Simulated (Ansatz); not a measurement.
`F[O+]F` radical. Charge 1, multiplicity 2.

(1) What are the harmonic wavenumbers in cm⁻¹ at PBE0-D4/def2-TZVP (Ansatz, finite differences of forces, unscaled)? (An estimate is asked.)

(2) Is this a minimum?

(3) Give the ideal-gas thermochemistry at 298.15 K and 1 bar (rigid rotor, harmonic oscillator; point group C2v, symmetry number 2).

(4) Rotational constants (cm⁻¹)?

Answers

(1) Ansatz gave: 601, 1061, 1184.

(2) Yes, all 3 modes are real.

(3) Zero-point energy 17.0 kJ/mol; H(298) − E = 27.5 kJ/mol; entropy 249.0 J/(mol·K), of which translation 158.6, rotation 82.2, vibration 2.4, electronic 5.8; G(298) − E = -46.7 kJ/mol.

(4) 2.576, 0.4027, 0.3483.
